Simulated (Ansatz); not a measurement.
hcp Ti, treated with PBE in Ansatz (plane waves, PAW).

Numerical settings: plane-wave cutoff 520 eV, 16×16×10 k mesh (along the axes of the cell as run), Fermi–Dirac smearing 0.1 eV, perturbation theory, force constants from a 4×4×2 q mesh, no spin polarisation, scalar-relativistic PAW data made under PBE.

Computed at the level's own relaxed cell. Harmonic vibrational thermodynamics at fixed volume:

| T (K) | S_vib (J/K per mol of atoms) | C_V (J/K per mol of atoms) | F_vib (eV/atom) |
|---|---|---|---|
| 0 | 0.00 | 0.00 | 0.0330 |
| 100 | 9.06 | 14.94 | 0.0299 |
| 200 | 22.04 | 21.63 | 0.0134 |
| 300 | 31.21 | 23.38 | -0.0145 |
| 400 | 38.04 | 24.04 | -0.0505 |
| 500 | 43.44 | 24.36 | -0.0928 |
| 600 | 47.90 | 24.54 | -0.1402 |

The crystal is taken as a harmonic solid at every temperature: melting, phase changes and thermal expansion are not seen, nor the electrons' share in a metal.

Ansatz is a program for electronic structure.
